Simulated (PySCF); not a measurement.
**PO: basis, grid and Hamiltonian**

The method stays; parts of the set-up, such as the basis or the Hamiltonian, are changed.

The runs use PySCF 2.14.0; each script names its method and basis.

2 further runs of the same task are left out: 2 that didn't finish.

## Step 1: Starting geometry

PO: 2 atoms, charge 0, spin multiplicity 2.

Bond lengths: P1–O2 1.499 Å.

## Step 2: Base script

Contents of input.py:

```python
from pyscf import gto, scf, mcscf

mol = gto.M(
    atom='P 0 0 0; O 0 0 1.499',
    basis='6-311g**',
    charge=0,
    spin=1,
    verbose=4,
)
mf = scf.ROHF(mol)
mf.kernel()
mc = mcscf.CASCI(mf, 6, 5)
mc.kernel()
mc.analyze()
mf.dip_moment()
print('orbital energies (hartree):', mf.mo_energy[..., max(0, mol.nelec[1]-3):mol.nelec[0]+3].round(4))
```

Launch:

```sh
$ OMP_NUM_THREADS=1 python input.py
```

The log of this run is left out.

Base result: E(SCF) = -415.577850 Eh, 11 cycles, E(CAS) − E(SCF) = -0.01932 Eh, μ = 2.97 D (of the SCF density).

The bond length is a typed value, not an optimised one.

## Step 3: 6-31g(3d)

Run 1 changes basis set: 6-311g** → 6-31g(3d).

Contents of input.py:

```python
from pyscf import gto, scf, mcscf

mol = gto.M(
    atom='P 0 0 0; O 0 0 1.499',
    basis='6-31g(3d)',
    charge=0,
    spin=1,
    verbose=4,
)
mf = scf.ROHF(mol)
mf.kernel()
mc = mcscf.CASCI(mf, 6, 5)
mc.kernel()
mc.analyze()
mf.dip_moment()
print('orbital energies (hartree):', mf.mo_energy[..., max(0, mol.nelec[1]-3):mol.nelec[0]+3].round(4))
```

Launch:

```sh
$ OMP_NUM_THREADS=1 python input.py
```

## Step 4: Spin-free X2C on

Run 2 changes spin-free X2C: off → on.

Changes to input.py since step 2:

```diff
@@ -10,2 +10,3 @@
 mf = scf.ROHF(mol)
+mf = mf.sfx2c1e()
 mf.kernel()
```

## Step 5: 6-311++g**

Run 3 changes basis set: 6-311g** → 6-311++g**.

Changes to input.py since step 2:

```diff
@@ -4,3 +4,3 @@
     atom='P 0 0 0; O 0 0 1.499',
-    basis='6-311g**',
+    basis='6-311++g**',
     charge=0,
```

What does the calculation give? Wanted: for each run, E(SCF); from base; SCF dipole; after the SCF.

The runs gave:

```csv
run,E(SCF) (hartree),from base (eV),cycles,SCF dipole (D),functions,after the SCF
base,-415.577850,0,11,2.97,44,CASCI correlation -0.526 eV
6-31g(3d) (poor choice),-415.554194,not comparable,11,2.48,52,CASCI correlation -0.612 eV
spin-free X2C on,-416.383639,-21.9267,11,2.98,44,CASCI correlation -0.525 eV
6-311++g**,-415.585388,-0.2051,11,3.07,52,CASCI correlation -0.289 eV
```

What this shows: The largest comparable shift of the SCF energy, -21.927 eV, comes with the run “spin-free X2C on”. Scalar relativity lowers the total energy by 21.93 eV, nearly all of it in the inner shells; a basis contracted without relativity catches only part of it. 6-311++g** (52 functions) gives an energy 0.21 eV lower than 6-311g** (44). Rows marked «poor choice» come from settings spoiled on purpose.
